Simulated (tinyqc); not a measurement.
Inside a calculation. Method: UHF in the sto-6g basis, for CH2, spin multiplicity 3. One step of it, computed by the program tinyqc.

Problem. Iteration 2: building the Fock matrix. J_ij = sum D_kl (ij|kl) with D = D(alpha) + D(beta), K_ij = sum D_kl (ik|jl) for each spin; F = H + J - K(s); E = tr D H + tr D J / 2 - 0.5 sum_s tr D(s) K(s) + E_nn.

D(alpha) after iteration 1, order 1C 1s, 1C 2s, 1C 2px, 1C 2py, 1C 2pz, 2H 1s, 3H 1s:
```
[[1.057624, -0.235363, 0.000000, 0.000000, 0.060718, -0.007013, -0.007013],
 [-0.235363, 0.984157, 0.000000, 0.000000, -0.335575, -0.036375, -0.036375],
 [0.000000, 0.000000, 1.000000, 0.000000, 0.000000, 0.000000, 0.000000],
 [0.000000, 0.000000, 0.000000, 0.260242, 0.000000, 0.244160, -0.244160],
 [0.060718, -0.335575, 0.000000, 0.000000, 0.497112, 0.277317, 0.277317],
 [-0.007013, -0.036375, 0.000000, 0.244160, 0.277317, 0.413806, -0.044337],
 [-0.007013, -0.036375, 0.000000, -0.244160, 0.277317, -0.044337, 0.413806]]
```

D(beta) after iteration 1, order 1C 1s, 1C 2s, 1C 2px, 1C 2py, 1C 2pz, 2H 1s, 3H 1s:
```
[[1.038550, -0.148418, 0.000000, 0.000000, -0.012696, -0.062343, -0.062343],
 [-0.148418, 0.601092, 0.000000, 0.000000, 0.052675, 0.191982, 0.191982],
 [0.000000, 0.000000, 0.000000, 0.000000, 0.000000, 0.000000, 0.000000],
 [0.000000, 0.000000, 0.000000, 0.242295, 0.000000, 0.241539, -0.241539],
 [-0.012696, 0.052675, 0.000000, 0.000000, 0.004616, 0.016819, 0.016819],
 [-0.062343, 0.191982, 0.000000, 0.241539, 0.016819, 0.302324, -0.179244],
 [-0.062343, 0.191982, 0.000000, -0.241539, 0.016819, -0.179244, 0.302324]]
```

core Hamiltonian H = T + V (hartree), order 1C 1s, 1C 2s, 1C 2px, 1C 2py, 1C 2pz, 2H 1s, 3H 1s:
```
[[-18.753046, -4.309133, 0.000000, 0.000000, -0.013398, -0.712605, -0.712605],
 [-4.309133, -5.472788, 0.000000, 0.000000, -0.139925, -1.770149, -1.770149],
 [0.000000, 0.000000, -4.427009, 0.000000, 0.000000, 0.000000, 0.000000],
 [0.000000, 0.000000, 0.000000, -4.552999, 0.000000, -1.330809, 1.330809],
 [-0.013398, -0.139925, 0.000000, 0.000000, -4.477159, -0.865591, -0.865591],
 [-0.712605, -1.770149, 0.000000, -1.330809, -0.865591, -3.130424, -0.381419],
 [-0.712605, -1.770149, 0.000000, 1.330809, -0.865591, -0.381419, -3.130424]]
```

Two-electron integrals (ij|kl) in chemists' order, unique and non-zero (hartree):
```
(11|11) 3.543743    (21|11) 0.529462    (21|21) 0.100317    (22|11) 0.853596
(22|21) 0.199930    (22|22) 0.624844    (31|31) 0.021271    (32|31) 0.031868
(32|32) 0.138108    (33|11) 0.853598    (33|21) 0.199930    (33|22) 0.624843
(33|33) 0.673218    (41|41) 0.021271    (42|41) 0.031868    (42|42) 0.138108
(43|43) 0.036281    (44|11) 0.853598    (44|21) 0.199930    (44|22) 0.624843
(44|33) 0.600655    (44|44) 0.673218    (51|51) 0.021271    (52|51) 0.031868
(52|52) 0.138108    (53|53) 0.036281    (54|54) 0.036281    (55|11) 0.853598
(55|21) 0.199930    (55|22) 0.624843    (55|33) 0.600655    (55|44) 0.600655
(55|55) 0.673218    (61|11) 0.091272    (61|21) 0.016661    (61|22) 0.032710
(61|33) 0.032587    (61|41) 0.000925    (61|42) 0.001801    (61|44) 0.032850
(61|51) 0.000583    (61|52) 0.001136    (61|54) 0.000166    (61|55) 0.032692
(61|61) 0.002845    (62|11) 0.236736    (62|21) 0.056370    (62|22) 0.196305
(62|33) 0.191491    (62|41) 0.004850    (62|42) 0.033465    (62|44) 0.201821
(62|51) 0.003060    (62|52) 0.021113    (62|54) 0.006517    (62|55) 0.195603
(62|61) 0.009685    (62|62) 0.084600    (63|31) 0.005784    (63|32) 0.030302
(63|43) 0.006391    (63|53) 0.004032    (63|63) 0.009772    (64|11) 0.179182
(64|21) 0.043231    (64|22) 0.159250    (64|33) 0.151435    (64|41) 0.008934
(64|42) 0.054979    (64|44) 0.171844    (64|51) 0.001987    (64|52) 0.015569
(64|54) 0.008844    (64|55) 0.154471    (64|61) 0.007756    (64|62) 0.081295
(64|64) 0.086416    (65|11) 0.113047    (65|21) 0.027275    (65|22) 0.100472
(65|33) 0.095541    (65|41) 0.001987    (65|42) 0.015569    (65|44) 0.100354
(65|51) 0.007038    (65|52) 0.040125    (65|54) 0.009427    (65|55) 0.105521
(65|61) 0.004893    (65|62) 0.051290    (65|64) 0.048356    (65|65) 0.040280
(66|11) 0.402870    (66|21) 0.097762    (66|22) 0.387623    (66|33) 0.367953
(66|41) 0.009836    (66|42) 0.092625    (66|44) 0.410161    (66|51) 0.006205
(66|52) 0.058438    (66|54) 0.026630    (66|55) 0.384754    (66|61) 0.017026
(66|62) 0.219213    (66|64) 0.231791    (66|65) 0.146239    (66|66) 0.774999
(71|11) 0.091272    (71|21) 0.016661    (71|22) 0.032710    (71|33) 0.032587
(71|41) -0.000925   (71|42) -0.001801   (71|44) 0.032850    (71|51) 0.000583
(71|52) 0.001136    (71|54) -0.000166   (71|55) 0.032692    (71|61) 0.002757
(71|62) 0.009047    (71|64) 0.006627    (71|65) 0.004582    (71|66) 0.015634
(71|71) 0.002845    (72|11) 0.236736    (72|21) 0.056370    (72|22) 0.196305
(72|33) 0.191491    (72|41) -0.004850   (72|42) -0.033465   (72|44) 0.201821
(72|51) 0.003060    (72|52) 0.021113    (72|54) -0.006517   (72|55) 0.195603
(72|61) 0.009047    (72|62) 0.058417    (72|64) 0.041030    (72|65) 0.034508
(72|66) 0.115924    (72|71) 0.009685    (72|72) 0.084600    (73|31) 0.005784
(73|32) 0.030302    (73|43) -0.006391   (73|53) 0.004032    (73|63) 0.006226
(73|73) 0.009772    (74|11) -0.179182   (74|21) -0.043231   (74|22) -0.159250
(74|33) -0.151435   (74|41) 0.008934    (74|42) 0.054979    (74|44) -0.171844
(74|51) -0.001987   (74|52) -0.015569   (74|54) 0.008844    (74|55) -0.154471
(74|61) -0.006627   (74|62) -0.041030   (74|64) -0.023649   (74|65) -0.023815
(74|66) -0.077402   (74|71) -0.007756   (74|72) -0.081295   (74|74) 0.086416
(75|11) 0.113047    (75|21) 0.027275    (75|22) 0.100472    (75|33) 0.095541
(75|41) -0.001987   (75|42) -0.015569   (75|44) 0.100354    (75|51) 0.007038
(75|52) 0.040125    (75|54) -0.009427   (75|55) 0.105521    (75|61) 0.004582
(75|62) 0.034508    (75|64) 0.023815    (75|65) 0.026175    (75|66) 0.072126
(75|71) 0.004893    (75|72) 0.051290    (75|74) -0.048356   (75|75) 0.040280
(76|11) 0.046628    (76|21) 0.011156    (76|22) 0.040558    (76|33) 0.039443
(76|44) 0.040609    (76|51) 0.000988    (76|52) 0.007376    (76|55) 0.041621
(76|61) 0.001869    (76|62) 0.015647    (76|64) 0.013148    (76|65) 0.010409
(76|66) 0.038198    (76|71) 0.001869    (76|72) 0.015647    (76|74) -0.013148
(76|75) 0.010409    (76|76) 0.003658    (77|11) 0.402870    (77|21) 0.097762
(77|22) 0.387623    (77|33) 0.367953    (77|41) -0.009836   (77|42) -0.092625
(77|44) 0.410161    (77|51) 0.006205    (77|52) 0.058438    (77|54) -0.026630
(77|55) 0.384754    (77|61) 0.015634    (77|62) 0.115924    (77|64) 0.077402
(77|65) 0.072126    (77|66) 0.240128    (77|71) 0.017026    (77|72) 0.219213
(77|74) -0.231791   (77|75) 0.146239    (77|76) 0.038198    (77|77) 0.774999
```

nuclear repulsion = 5.12288521 hartree

Give: Coulomb J; exchange K(alpha); exchange K(beta); F(alpha); F(beta); total energy of this density.

Solution.

Coulomb J (hartree), order 1C 1s, 1C 2s, 1C 2px, 1C 2py, 1C 2pz, 2H 1s, 3H 1s:
```
[[11.2452, 2.0321, 0.0000, 0.0000, 0.0063, 0.3424, 0.3424],
 [2.0321, 4.9565, 0.0000, 0.0000, 0.0956, 1.5878, 1.5878],
 [0.0000, 0.0000, 4.9289, 0.0000, 0.0000, 0.0000, 0.0000],
 [0.0000, 0.0000, 0.0000, 5.0044, 0.0000, 1.3025, -1.3025],
 [0.0063, 0.0956, 0.0000, 0.0000, 4.9360, 0.8385, 0.8385],
 [0.3424, 1.5878, 0.0000, 1.3025, 0.8385, 3.3570, 0.3302],
 [0.3424, 1.5878, 0.0000, -1.3025, 0.8385, 0.3302, 3.3570]]
```

exchange K(alpha) (hartree), order 1C 1s, 1C 2s, 1C 2px, 1C 2py, 1C 2pz, 2H 1s, 3H 1s:
```
[[3.6335, 0.5910, 0.0000, 0.0000, -0.0016, 0.1072, 0.1072],
 [0.5910, 0.9604, 0.0000, 0.0000, -0.0703, 0.3595, 0.3595],
 [0.0000, 0.0000, 0.8578, 0.0000, 0.0000, 0.0000, 0.0000],
 [0.0000, 0.0000, 0.0000, 0.6159, 0.0000, 0.3006, -0.3006],
 [-0.0016, -0.0703, 0.0000, 0.0000, 0.6750, 0.2072, 0.2072],
 [0.1072, 0.3595, 0.0000, 0.3006, 0.2072, 0.5953, 0.0720],
 [0.1072, 0.3595, 0.0000, -0.3006, 0.2072, 0.0720, 0.5953]]
```

exchange K(beta) (hartree), order 1C 1s, 1C 2s, 1C 2px, 1C 2py, 1C 2pz, 2H 1s, 3H 1s:
```
[[3.5804, 0.5449, 0.0000, 0.0000, 0.0015, 0.0951, 0.0951],
 [0.5449, 0.6552, 0.0000, 0.0000, 0.1174, 0.3254, 0.3254],
 [0.0000, 0.0000, 0.1366, 0.0000, 0.0000, 0.0000, 0.0000],
 [0.0000, 0.0000, 0.0000, 0.5263, 0.0000, 0.2821, -0.2821],
 [0.0015, 0.1174, 0.0000, 0.0000, 0.1678, 0.1085, 0.1085],
 [0.0951, 0.3254, 0.0000, 0.2821, 0.1085, 0.4978, 0.0327],
 [0.0951, 0.3254, 0.0000, -0.2821, 0.1085, 0.0327, 0.4978]]
```

F(alpha) (hartree), order 1C 1s, 1C 2s, 1C 2px, 1C 2py, 1C 2pz, 2H 1s, 3H 1s:
```
[[-11.1413, -2.8680, 0.0000, 0.0000, -0.0055, -0.4774, -0.4774],
 [-2.8680, -1.4768, 0.0000, 0.0000, 0.0260, -0.5419, -0.5419],
 [0.0000, 0.0000, -0.3559, 0.0000, 0.0000, 0.0000, 0.0000],
 [0.0000, 0.0000, 0.0000, -0.1645, 0.0000, -0.3288, 0.3288],
 [-0.0055, 0.0260, 0.0000, 0.0000, -0.2162, -0.2343, -0.2343],
 [-0.4774, -0.5419, 0.0000, -0.3288, -0.2343, -0.3687, -0.1232],
 [-0.4774, -0.5419, 0.0000, 0.3288, -0.2343, -0.1232, -0.3687]]
```

F(beta) (hartree), order 1C 1s, 1C 2s, 1C 2px, 1C 2py, 1C 2pz, 2H 1s, 3H 1s:
```
[[-11.0883, -2.8220, 0.0000, 0.0000, -0.0086, -0.4652, -0.4652],
 [-2.8220, -1.1715, 0.0000, 0.0000, -0.1617, -0.5078, -0.5078],
 [0.0000, 0.0000, 0.3654, 0.0000, 0.0000, 0.0000, 0.0000],
 [0.0000, 0.0000, 0.0000, -0.0748, 0.0000, -0.3103, 0.3103],
 [-0.0086, -0.1617, 0.0000, 0.0000, 0.2911, -0.1356, -0.1356],
 [-0.4652, -0.5078, 0.0000, -0.3103, -0.1356, -0.2712, -0.0839],
 [-0.4652, -0.5078, 0.0000, 0.3103, -0.1356, -0.0839, -0.2712]]
```

total energy of this density = -38.731548 hartree
